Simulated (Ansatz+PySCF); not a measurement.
## doublet C2H4NO: levels of theory in one basis

```yaml
atoms:
  - { symbol: C, position_ang: [0.0000, -0.1839, -1.2268] }
  - { symbol: N, position_ang: [0.0000, 0.4754, -0.0207] }
  - { symbol: C, position_ang: [0.0000, -0.1522, 1.2078] }
  - { symbol: H, position_ang: [0.0000, 0.3986, -2.1323] }
  - { symbol: H, position_ang: [0.0000, -1.2598, -1.2041] }
  - { symbol: H, position_ang: [0.0000, 1.4852, -0.0189] }
  - { symbol: H, position_ang: [0.0000, 0.5720, 2.0408] }
  - { symbol: O, position_ang: [0.0000, -1.3353, 1.3541] }
```

Basis set: cc-pVTZ (spherical functions). Left uncorrelated: 4 orbitals. Correlation on ROHF uses semicanonical orbitals with singles. Charge 0, multiplicity 2.

Computed with Ansatz (development build ahead of 0.2.0) and PySCF 2.14.0; each method stands on the lowest determinant of its kind that the runs found.

| method | E − E(ROHF) (eV) | <S²> of the determinant |
| --- | --- | --- |
| ROHF | 0.00 | 0.75 |
| UHF | -0.15 | 0.77 |
| ROHF-MP2 | -20.34 | – |
| UHF-MP2 | -20.31 | 0.77 |
